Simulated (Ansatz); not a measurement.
Cost and result for the atomization energy of `CC(F)OC=N` (12 atoms, 11 bonds).

```xyz
12

C    -0.889    0.616    1.544
C     0.176    0.242    0.559
F     1.170    1.189    0.574
O    -0.394    0.232   -0.724
C     0.231   -0.488   -1.675
N     1.262   -1.174   -1.468
H    -0.454    0.693    2.541
H    -1.329    1.576    1.269
H    -1.671   -0.145    1.556
H     0.650   -0.721    0.757
H    -0.308   -0.374   -2.618
H     1.555   -1.645   -2.316
```

The species carries charge 0 and has multiplicity 1. The structure was optimised at the PBE0-D4/def2-TZVP level. It is one conformer, not always the lowest. Program: Ansatz. All runs use 4 threads of an Arm Neoverse V1 on a shared host. Times are those of one run each, without the atoms' runs, and a repeat can differ threefold. Electronic energies, without spin–orbit coupling; frozen cores. CCSD(T)/CBS adds CCSD(T) − MP2 in def2-TZVPP to the MP2 limit, and its time is that of the two runs behind it. T1 = 0.013. B3LYP takes the VWN-RPA correlation (the form of Gaussian; ORCA's B3LYP/G).

CCSD(T)/CBS is a level of theory with its own doubt, some kJ/mol a heavy atom from the limit and from the frozen cores, so smaller differences don't rank the functionals.

| level | functions | wall time |
| --- | --- | --- |
| PBE-D4/def2-TZVPP (with forces) | 270 | 2.8 s |
| PBE0-D4/def2-TZVPP | 270 | 2.9 s |
| r2SCAN-D4/def2-TZVPP (with forces) | 270 | 4.8 s |
| B3LYP-D4/def2-TZVPP (with forces) | 270 | 5 s |
| B2PLYP/def2-TZVPP | 270 | 6.5 s |
| ωB97X-V/def2-TZVPP | 270 | 8 s |
| ωB97M-V/def2-TZVPP (with forces) | 270 | 12 s |
| MP2/def2-QZVPP | 522 | 37 s |
| CCSD(T)/def2-TZVPP | 270 | 5.1 min |
| CCSD(T)/CBS(def2) | – | 5.7 min |

Question: What atomization energy does each give, and how far from CCSD(T)/CBS? (An estimate is asked.)

Answer: Computed: 
```
                             level  atomization (kcal/mol)  difference from CCSD(T)/CBS  per bond
   PBE-D4/def2-TZVPP (with forces)                  1194.4                         42.1       3.8
                PBE0-D4/def2-TZVPP                  1161.0                          8.7       0.8
r2SCAN-D4/def2-TZVPP (with forces)                  1156.8                          4.5       0.4
 B3LYP-D4/def2-TZVPP (with forces)                  1155.2                          2.9       0.3
                 B2PLYP/def2-TZVPP                  1143.5                         -8.8      -0.8
                ωB97X-V/def2-TZVPP                  1157.5                          5.2       0.5
  ωB97M-V/def2-TZVPP (with forces)                  1158.8                          6.5       0.6
                    MP2/def2-QZVPP                  1166.1                         13.8       1.2
                CCSD(T)/def2-TZVPP                  1120.8                        -31.5      -2.9
                 CCSD(T)/CBS(def2)                  1152.3                          0.0       0.0
```

The D4 term adds +7.6 kcal/mol with B3LYP and +4.0 kcal/mol with PBE0; it sums over pairs of atoms, weighted by their polarisabilities, and B3LYP, whose exchange is more repulsive, gets the larger term. From PBE to PBE0 (25 % exact exchange), in def2-TZVPP and without D4, the atomization energy moves by −32.6 kcal/mol: exact exchange takes away binding that semilocal exchange gives to molecules. In def2-TZVPP, CCSD(T) changes the Hartree–Fock value by +318.3 kcal/mol (the triples alone add +21.0 kcal/mol) and MP2 by +345.0 kcal/mol; breaking electron pairs costs correlation energy, which Hartree–Fock lacks.
